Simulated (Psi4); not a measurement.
Process, species as SMILES: OO (H2O2) + H+ → [OH2+]O
B3LYP-D3(BJ)/def2-TZVP geometries, fixed; electronic energies without zero-point terms; positive where energy is released.

Effect of the treatment of two-electron integrals at MP2/cc-pVTZ with Psi4, against the last row, where the proton affinity is 167.07 kcal/mol. Cores are frozen.

```tsv
setting	largest shift of a total energy (mEh)	shift of the proton affinity (kcal/mol)
scf_type: df	0.147	-0.002
scf_type: cd	0.046	-0.003
scf_type: pk	0.000	0.000
```

Within 0.02 kcal/mol in the proton affinity: scf_type: df; scf_type: cd. The largest shift is 0.147 mEh in a total energy and 0.003 kcal/mol in the difference.
